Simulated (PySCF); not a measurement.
# The bond of PH+, level by level

One table from this session's results is given with a row withheld; the runs are named, their logs left out.

Program: PySCF 2.14.0. Level of theory: P 6-31G(d,p), H 6-31G(d,p), no relativity. These are calculated values, not measurements.

The first run:

Settings of the job:

```
atoms                         : P, H
charge                        : 1
basis                         : P 6-31G(d,p), H 6-31G(d,p)
Hamiltonian                   : no relativity
basis functions               : 23
electrons treated             : 15
masses in u                   : 30.9738, 1.0078
levels                        : PBE0, PBE, r²SCAN, BP86, TPSSh, MN15, HF, MP2, SCS-MP2, CCSD, CCSD(T)
grid                          : 80 radial by 434 angular points
occupations                   : held fixed by the projection of orbital angular momentum
dissociation limit            : P+ + H, each in its ground configuration
starting distance in angstrom : 1.485
values of 2S to try           : 1, 3
```

On the command line:

```console
$ OMP_NUM_THREADS=1 python dia.py task.json out
```

Among the steps run: The job; PBE0 along the bond; Other states along the same grid; PBE (GGA); r²SCAN (meta-GGA); BP86; TPSSh; MN15; UHF (mean field); Adding correlation.

One table of the session follows, with a row left open; its other results are not shown here.

It belongs to the step «Constants by level of theory». 

| level | Re (Å) | ωe (cm⁻¹) | De (eV) |
| --- | --- | --- | --- |
| UHF | 1.408 | 2607 | 2.41 |
| UHF-MP2 | 1.412 | 2545 | 2.97 |
| UHF-SCS-MP2 | 1.413 | 2535 | 3.06 |
| UHF-CCSD | 1.419 | 2470 | 3.10 |
| UHF-CCSD(T) | 1.420 | 2458 | 3.12 |
| PBE | 1.451 | 2317 | 3.46 |
| BP86 | 1.450 | 2311 | 3.62 |
| r²SCAN | 1.434 | 2403 | 3.42 |
| TPSSh | 1.430 | 2425 | 3.57 |
| PBE0 | 1.434 | 2422 | 3.40 |
| MN15 | ? | ? | ? |

Estimate the missing values for MN15.

**Answer.** Re (Å): 1.421; ωe (cm⁻¹): 2464; De (eV): 3.40. In the column «Re (Å)» it lies between UHF-CCSD(T) (1.420) and TPSSh (1.430).
